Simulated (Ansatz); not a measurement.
For P (model structure, started from the hcp type, P6₃/mmc, No. 194, 2 atoms in the cell), PBE (Ansatz, a first-principles code, plane waves, PAW) gives:

| Property | Value |
|---|---|
| lattice constant a | 2.715 Å |
| lattice parameter c | 4.545 Å |

Q: What does r²SCAN (PAW; Ansatz) give for the same quantities?

A: 
- lattice constant a: 2.718 Å (increases by 0.1 %)
- lattice parameter c: 4.561 Å (increases by 0.4 %)

Changes are worked out from the printed values.

Unless a cell is named, each level is at its own relaxed cell (PBE 14.50, r²SCAN 14.59 Å³/atom).

Ansatz's density-functional and Hartree–Fock values are scalar-relativistic unless marked +SOC, with PAW data made under PBE.

A model structure was made by putting elements into a prototype or built by hand; it is no filed structure, need not be a known phase, and can be a saddle point held by its symmetry.
